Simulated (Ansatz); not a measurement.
`[SiH2]1[SiH2][SiH2]1`. Total charge 0; spin multiplicity 1.

| atom | x (Å) | y (Å) | z (Å) |
| --- | --- | --- | --- |
| Si1 | 0.842 | 0.904 | -0.532 |
| Si2 | -1.037 | 0.409 | 0.752 |
| Si3 | 0.196 | -1.313 | -0.219 |
| H4 | 2.063 | 1.390 | 0.156 |
| H5 | 0.645 | 1.516 | -1.869 |
| H6 | -0.961 | 0.595 | 2.222 |
| H7 | -2.377 | 0.720 | 0.196 |
| H8 | 1.024 | -2.176 | 0.659 |
| H9 | -0.395 | -2.046 | -1.365 |

**Question.** List the harmonic frequencies (cm⁻¹, unscaled) at PBE0-D4/def2-TZVP in Ansatz. (An estimate is asked.)

**Answer.** Computed: 189, 189, 339, 380, 380, 424, 510, 598, 598, 623, 623, 665, 884, 884, 886, 2222, 2222, 2223, 2244, 2244, 2254.

**Question.** Is this a minimum?

**Answer.** Yes, all 21 modes are real.

**Question.** Give the ideal-gas thermochemistry at 298.15 K and 1 bar (rigid rotor, harmonic oscillator; point group D3h, symmetry number 6).

**Answer.** Zero-point energy 129.1 kJ/mol; H(298) − E = 148.5 kJ/mol; entropy 307.9 J/(mol·K), of which translation 165.0, rotation 93.5, vibration 49.4; G(298) − E = 56.7 kJ/mol.
